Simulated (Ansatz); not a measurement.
# SiNH5 (SMILES [SiH3]N) at PBE/def2-TZVP

What is the energy change on altering one bond length of SiNH5 at PBE/def2-TZVP? 

The results are computed with Ansatz 0.2.0.

55 further runs of the same task are left out: 55 set aside as unsound or not needed.

## 1. Starting point

SiNH5 has 7 atoms, charge 0, and is taken as a singlet. SMILES: `[SiH3]N`. The coordinates come from a PBE0-D4/def2-TZVP relaxation.

Bond lengths: Si1–N2 1.720 Å, Si1–H3 1.486 Å, Si1–H4 1.486 Å, Si1–H5 1.494 Å, N2–H6 1.007 Å, N2–H7 1.007 Å. Angles: Si1–N2–H6 119.6°, Si1–N2–H7 119.6°, N2–Si1–H3 107.9°, N2–Si1–H4 107.9°, N2–Si1–H5 116.0°, H6–N2–H7 110.7°, H3–Si1–H4 110.5°, H3–Si1–H5 107.3°, H4–Si1–H5 107.3°.

## 2. A single-point energy at PBE/def2-TZVP

Input file input.yaml:

```yaml
crystal:
  periodic: [false, false, false]
  atoms:
    - {symbol: Si, position_ang: [-0.413010, -0.292700, -0.422350]}
    - {symbol: "N", position_ang: [0.611760, 0.348670, 0.801280]}
    - {symbol: H, position_ang: [-0.018320, -1.706330, -0.653330]}
    - {symbol: H, position_ang: [-1.813170, -0.217090, 0.068940]}
    - {symbol: H, position_ang: [-0.367930, 0.402730, -1.743970]}
    - {symbol: H, position_ang: [0.391580, 1.238230, 1.219480]}
    - {symbol: H, position_ang: [1.609100, 0.226510, 0.729930]}
basis:
  gaussian: {orbitals: def2-TZVP}
hamiltonian: {xc: pbe}
accuracy: high
output: {orbitals: {seedname: orbitals}}
```

The run is started by

```bash
$ ansatz run input.yaml --threads 1 --pin off --max-ram 3480MiB --events-out events.jsonl --progress --plain --runs-dir runs
```

Standard output:

```text
Warning: RAYON_NUM_THREADS=1 ignored (pool sized by the plan → 1); use --threads N
Functional definition: PBE
  name "PBE"
  parameter kappa = 0.804
  parameter beta = 0.06672455060314922
  exchange = pbe_x(kappa = kappa, mu = beta*pi^2/3)
  correlation = pbe_c(beta = beta)
1820 factors; integrals over basis functions are off by at most 3.8e-9 eV
mean field evaluation 1: about -9435.2194 eV, gradient 6.9e1 eV
mean field evaluation 2: about -9403.6760 eV, gradient 1.2e2 eV
mean field evaluation 4: about -9444.1746 eV, gradient 3.7e0 eV
mean field evaluation 8: about -9444.2229 eV, gradient 3.8e-2 eV
mean field evaluation 16: about -9444.2229 eV, gradient 2.4e-6 eV
mean field -9444.22291991 eV, -347.0687907827 hartree, gradient 4.3e-8 eV, S^2 0.000000; 0 other end points of the search recorded, 0 dependent functions left out
reference -9444.22292356 eV, -347.0687909166 hartree; 13, 13 occupied and 85, 85 virtual orbitals, 1820 factors
Total energy: -9444.22292356 eV, -347.0687909166 hartree
```

Run time: 4.2 s. Hardware: 1 thread of Arm Neoverse V2, shared host; peak memory 0.21 GiB.

## 3. The distorted shape at the same level

Input file molecule.yaml:

```yaml
crystal:
  periodic: [false, false, false]
  atoms:
    - {symbol: Si, position_ang: [-0.236860, -1.004374, -0.756922]}
    - {symbol: "N", position_ang: [0.787910, -0.363004, 0.466708]}
    - {symbol: H, position_ang: [0.157830, -2.418004, -0.987902]}
    - {symbol: H, position_ang: [-1.637020, -0.928764, -0.265632]}
    - {symbol: H, position_ang: [-0.191780, -0.308944, -2.078542]}
    - {symbol: H, position_ang: [0.391580, 1.238230, 1.219480]}
    - {symbol: H, position_ang: [1.785250, -0.485164, 0.395358]}
basis:
  gaussian:
    orbitals: def2-TZVP
hamiltonian:
  xc: pbe
accuracy: high
output: {orbitals: {seedname: orbitals}}
```

The run is started by

```bash
$ ansatz run molecule.yaml --threads 1 --pin off --max-ram 3480MiB --events-out events.jsonl --progress --plain --runs-dir runs
```

Standard output, shortened:

```text
Warning: RAYON_NUM_THREADS=1 ignored (pool sized by the plan → 1); use --threads N
[... 6 set-up lines as earlier in the session ...]
1836 factors; integrals over basis functions are off by at most 3.7e-9 eV
mean field evaluation 1: about -9427.0032 eV, gradient 7.6e1 eV
mean field evaluation 2: about -9362.9664 eV, gradient 1.4e2 eV
mean field evaluation 4: about -9440.3674 eV, gradient 7.1e0 eV
mean field evaluation 8: about -9440.5925 eV, gradient 2.7e-1 eV
mean field evaluation 16: about -9440.5869 eV, gradient 8.6e-5 eV
mean field -9440.58690010 eV, -346.9351695192 hartree, gradient 6.4e-8 eV, S^2 0.000000; 0 other end points of the search recorded, 0 dependent functions left out
reference -9440.58690399 eV, -346.9351696619 hartree; 13, 13 occupied and 85, 85 virtual orbitals, 1836 factors
Total energy: -9440.58690399 eV, -346.9351696619 hartree
```

Wall time 4.2 s (1 thread of Arm Neoverse V2, shared host); peak memory 0.22 GiB.

## 4. What came out

Level: PBE/def2-TZVP.

| quantity | value |
| --- | --- |
| first shape: total energy | -347.06879 Eh |
| first shape: HOMO energy | -5.99 eV |
| first shape: LUMO energy | -0.47 eV |
| first shape: HOMO–LUMO gap | 5.52 eV |
| distorted shape: total energy | -346.93517 Eh |
| distorted shape: HOMO energy | -5.86 eV |
| distorted shape: LUMO energy | -4.15 eV |
| distorted shape: HOMO–LUMO gap | 1.71 eV |
| energy change with the N2–H6 bond stretched from 1.007 to 1.813 Å | 3.636 eV |

One bond (distorted shape) is far stretched, which a spin-restricted single reference describes badly; a broken-symmetry solution may lie lower. With the N2–H6 bond stretched from 1.007 to 1.813 Å the energy rises by 3.64 eV (84 kcal/mol). The first shape isn't relaxed at this level, so the change isn't measured from a minimum. A restricted reference can't describe the breaking bond well at this length.
